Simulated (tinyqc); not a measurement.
Inside a calculation. Method: UHF in the sto-3g basis, for H2O, spin multiplicity 1. One step of it, computed by the program tinyqc.

Question. Iteration 2: diagonalisation and new density. Diagonalise F' = X^T F X, C = X C', fill 5 alpha and 5 beta electrons from the bottom; D(s) = C_occ C_occ^T. Each column has its largest component positive (the first on a tie).

F(alpha) (hartree), order 1O 1s, 1O 2s, 1O 2px, 1O 2py, 1O 2pz, 2H 1s, 3H 1s:
$$\begin{pmatrix}
-20.275655 & -5.168767 & 0.000007 & -0.000465 & -0.024020 & -0.585848 & -0.571687 \\
-5.168767 & -2.377216 & 0.003549 & -0.001684 & -0.037887 & -0.612675 & -0.600295 \\
0.000007 & 0.003549 & -0.207492 & -0.224713 & 0.005152 & 0.057267 & -0.061556 \\
-0.000465 & -0.001684 & -0.224713 & -0.283405 & 0.001493 & -0.276306 & 0.270431 \\
-0.024020 & -0.037887 & 0.005152 & 0.001493 & -0.287324 & -0.297949 & -0.292710 \\
-0.585848 & -0.612675 & 0.057267 & -0.276306 & -0.297949 & -0.295268 & -0.168604 \\
-0.571687 & -0.600295 & -0.061556 & 0.270431 & -0.292710 & -0.168604 & -0.284387
\end{pmatrix}$$

F(beta) (hartree), order 1O 1s, 1O 2s, 1O 2px, 1O 2py, 1O 2pz, 2H 1s, 3H 1s:
$$\begin{pmatrix}
-20.275655 & -5.168767 & -0.000007 & -0.000465 & -0.024020 & -0.585848 & -0.571687 \\
-5.168767 & -2.377216 & -0.003549 & -0.001684 & -0.037887 & -0.612675 & -0.600295 \\
-0.000007 & -0.003549 & -0.207492 & 0.224713 & -0.005152 & -0.057267 & 0.061556 \\
-0.000465 & -0.001684 & 0.224713 & -0.283405 & 0.001493 & -0.276306 & 0.270431 \\
-0.024020 & -0.037887 & -0.005152 & 0.001493 & -0.287324 & -0.297949 & -0.292710 \\
-0.585848 & -0.612675 & -0.057267 & -0.276306 & -0.297949 & -0.295268 & -0.168604 \\
-0.571687 & -0.600295 & 0.061556 & 0.270431 & -0.292710 & -0.168604 & -0.284387
\end{pmatrix}$$

X, order 1O 1s, 1O 2s, 1O 2px, 1O 2py, 1O 2pz, 2H 1s, 3H 1s:
$$\begin{pmatrix}
-0.405329 & 0.016082 & 0.692955 & 0.000000 & 0.614860 & -0.003206 & 0.203580 \\
0.925010 & -0.027043 & -0.303404 & 0.000000 & 0.342876 & -0.003256 & 0.451608 \\
0.000000 & 0.000000 & 0.000000 & 1.000000 & 0.000000 & 0.000000 & 0.000000 \\
0.025462 & 0.765069 & -0.001609 & 0.000000 & 0.000517 & 0.720816 & 0.003647 \\
0.463456 & -0.011856 & 0.686569 & 0.000000 & -0.580204 & -0.000810 & 0.241211 \\
-0.592018 & -0.692388 & -0.212997 & 0.000000 & -0.176098 & 0.385518 & 0.397573 \\
-0.540586 & 0.725800 & -0.216940 & 0.000000 & -0.178862 & -0.392108 & 0.391683
\end{pmatrix}$$

Give: F' = X^T F X; orbital energies; coefficients C; F' = X^T F X; orbital energies; coefficients C; D(alpha) after iteration 2; D(beta) after iteration 2.

Answer.

F' = X^T F X (alpha) (hartree):
$$\begin{pmatrix}
-0.818 & 0.056 & 2.865 & -0.001 & 2.674 & -0.011 & 0.968 \\
0.056 & 0.303 & -0.130 & -0.256 & -0.132 & 0.028 & -0.051 \\
2.865 & -0.130 & -7.605 & 0.004 & -8.274 & 0.049 & -3.951 \\
-0.001 & -0.256 & 0.004 & -0.207 & -0.001 & -0.116 & 0.001 \\
2.674 & -0.132 & -8.274 & -0.001 & -9.939 & 0.055 & -4.737 \\
-0.011 & 0.028 & 0.049 & -0.116 & 0.055 & -0.491 & 0.025 \\
0.968 & -0.051 & -3.951 & 0.001 & -4.737 & 0.025 & -3.177
\end{pmatrix}$$

orbital energies (alpha) (hartree): MO1 -20.284, MO2 -1.160, MO3 -0.537, MO4 -0.454, MO5 -0.272, MO6 0.355, MO7 0.417

coefficients C (alpha), order 1O 1s, 1O 2s, 1O 2px, 1O 2py, 1O 2pz, 2H 1s, 3H 1s:
$$\begin{pmatrix}
0.995 & -0.245 & 0.002 & 0.077 & 0.001 & -0.094 & -0.004 \\
0.023 & 0.929 & -0.009 & -0.380 & -0.005 & 0.511 & 0.023 \\
0.000 & -0.003 & 0.391 & -0.013 & 0.833 & 0.028 & -0.390 \\
0.000 & 0.001 & 0.728 & -0.007 & 0.013 & -0.024 & 0.758 \\
0.002 & 0.055 & -0.001 & 0.753 & 0.003 & 0.714 & 0.031 \\
-0.003 & 0.131 & 0.299 & 0.336 & -0.415 & -0.635 & -0.647 \\
-0.003 & 0.125 & -0.287 & 0.324 & 0.441 & -0.674 & 0.594
\end{pmatrix}$$

F' = X^T F X (beta) (hartree):
$$\begin{pmatrix}
-0.818 & 0.056 & 2.865 & 0.001 & 2.674 & -0.011 & 0.968 \\
0.056 & 0.303 & -0.130 & 0.256 & -0.132 & 0.028 & -0.051 \\
2.865 & -0.130 & -7.605 & -0.004 & -8.274 & 0.049 & -3.951 \\
0.001 & 0.256 & -0.004 & -0.207 & 0.001 & 0.116 & -0.001 \\
2.674 & -0.132 & -8.274 & 0.001 & -9.939 & 0.055 & -4.737 \\
-0.011 & 0.028 & 0.049 & 0.116 & 0.055 & -0.491 & 0.025 \\
0.968 & -0.051 & -3.951 & -0.001 & -4.737 & 0.025 & -3.177
\end{pmatrix}$$

orbital energies (beta) (hartree): MO1 -20.284, MO2 -1.160, MO3 -0.537, MO4 -0.454, MO5 -0.272, MO6 0.355, MO7 0.417

coefficients C (beta), order 1O 1s, 1O 2s, 1O 2px, 1O 2py, 1O 2pz, 2H 1s, 3H 1s:
$$\begin{pmatrix}
0.995 & -0.245 & 0.002 & 0.077 & -0.001 & -0.094 & -0.004 \\
0.023 & 0.929 & -0.009 & -0.380 & 0.005 & 0.511 & 0.023 \\
0.000 & 0.003 & -0.391 & 0.013 & 0.833 & -0.028 & 0.390 \\
0.000 & 0.001 & 0.728 & -0.007 & -0.013 & -0.024 & 0.758 \\
0.002 & 0.055 & -0.001 & 0.753 & -0.003 & 0.714 & 0.031 \\
-0.003 & 0.131 & 0.299 & 0.336 & 0.415 & -0.635 & -0.647 \\
-0.003 & 0.125 & -0.287 & 0.324 & -0.441 & -0.674 & 0.594
\end{pmatrix}$$

D(alpha) after iteration 2, order 1O 1s, 1O 2s, 1O 2px, 1O 2py, 1O 2pz, 2H 1s, 3H 1s:
$$\begin{pmatrix}
1.055 & -0.235 & 0.001 & 0.000 & 0.047 & -0.009 & -0.009 \\
-0.235 & 1.008 & -0.005 & -0.003 & -0.235 & -0.007 & -0.006 \\
0.001 & -0.005 & 0.847 & 0.296 & -0.008 & -0.234 & 0.251 \\
0.000 & -0.003 & 0.296 & 0.531 & -0.005 & 0.210 & -0.205 \\
0.047 & -0.235 & -0.008 & -0.005 & 0.571 & 0.259 & 0.253 \\
-0.009 & -0.007 & -0.234 & 0.210 & 0.259 & 0.392 & -0.144 \\
-0.009 & -0.006 & 0.251 & -0.205 & 0.253 & -0.144 & 0.398
\end{pmatrix}$$

D(beta) after iteration 2, order 1O 1s, 1O 2s, 1O 2px, 1O 2py, 1O 2pz, 2H 1s, 3H 1s:
$$\begin{pmatrix}
1.055 & -0.235 & -0.001 & 0.000 & 0.047 & -0.009 & -0.009 \\
-0.235 & 1.008 & 0.005 & -0.003 & -0.235 & -0.007 & -0.006 \\
-0.001 & 0.005 & 0.847 & -0.296 & 0.008 & 0.234 & -0.251 \\
0.000 & -0.003 & -0.296 & 0.531 & -0.005 & 0.210 & -0.205 \\
0.047 & -0.235 & 0.008 & -0.005 & 0.571 & 0.259 & 0.253 \\
-0.009 & -0.007 & 0.234 & 0.210 & 0.259 & 0.392 & -0.144 \\
-0.009 & -0.006 & -0.251 & -0.205 & 0.253 & -0.144 & 0.398
\end{pmatrix}$$
